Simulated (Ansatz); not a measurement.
## Scan of SiH4, singlet

Starting geometry (PBE0/def2-TZVP stationary point for this spin, not checked as a minimum):

```xyz
5

Si    0.0000    0.0000    0.0000
H     0.8558    0.8587    0.8568
H    -0.8596   -0.8544    0.8574
H    -0.8547    0.8555   -0.8611
H     0.8584   -0.8599   -0.8531
```

From there H5 moves along the line of the two atoms named below, all else staying in place; atoms are numbered as listed. Energies are in kcal/mol, counted from the starting geometry at the same level.

Basis cc-pVDZ; Ansatz 0.2.0. Only valence electrons are correlated (noble-gas cores frozen). R marks a restricted (for open shells ROHF) determinant, U an unrestricted one. Active spaces: valence = (8e, 8o) chosen from the atoms' valence shells.

Unrestricted rows (U) aren't spin-pure: their determinants' ⟨S²⟩ exceeds S(S+1) by up to 0.76, so they mix in states of higher spin. Runs in a small pair space aren't shown, since their orbitals change along the scan. A value is left out where its run failed or describes another state than the reference as far as symmetry and spin tell, or, spin-broken singlets apart, can't be checked.

Full CI isn't at hand for all of this; RCCSDT(Q) serves as the reference, and is uncertain by about the last step of the cluster series. The frozen core follows each run's orbitals, which can shift R against U totals by a few meV.

```
distance Si1-H5 (Å)  RCCSDT(Q)  error RHF  error UHF  error UCCSD(T)  error RCCSDT  error UCCSDT(Q)  error MRCISD (valence space)
              1.165       36.6        0.2        0.2             0.0           0.0              0.0                           0.1
              1.360        4.3       -0.1       -0.1             0.0           0.0              0.0                           0.1
              1.485        0.0        0.0        0.0             0.0           0.0              0.0                           0.0
              1.610        2.5        0.4        0.4             0.0           0.0              0.0                          -0.1
              1.805       13.4        1.5        1.5             0.1           0.0              0.0                          -0.2
              2.075       33.3        4.3        4.3             0.2           0.0              0.0                          -0.3
              2.403          –          –          –               –             –                –                             –
              2.694       70.3       17.8       -2.1             1.6           0.1              0.0                          -0.5
              3.232          –          –          –               –             –                –                             –
              4.080          –          –          –               –             –                –                             –
              4.996          –          –          –               –             –                –                             –
```

Errors are those of relative energies. In total energy the starting point itself misses RCCSDT(Q) by: RHF 94.4, UHF 94.4, UCCSD(T) 0.4, RCCSDT 0.0, UCCSDT(Q) 0.0, MRCISD (valence space) 2.9 kcal/mol.

Spread of the error over the points with a reference, to 2.694 Å (largest less smallest): UCCSDT(Q) 0.0, RCCSDT 0.1, MRCISD (valence space) 0.6, UCCSD(T) 1.6, UHF 6.3, RHF 17.9 kcal/mol.

Going outwards, the relative energy of UHF first misses by more than 1.0 kcal/mol at 1.805 Å.

Going outwards, the relative energy of UCCSD(T) first misses by more than 1.0 kcal/mol at 2.694 Å.
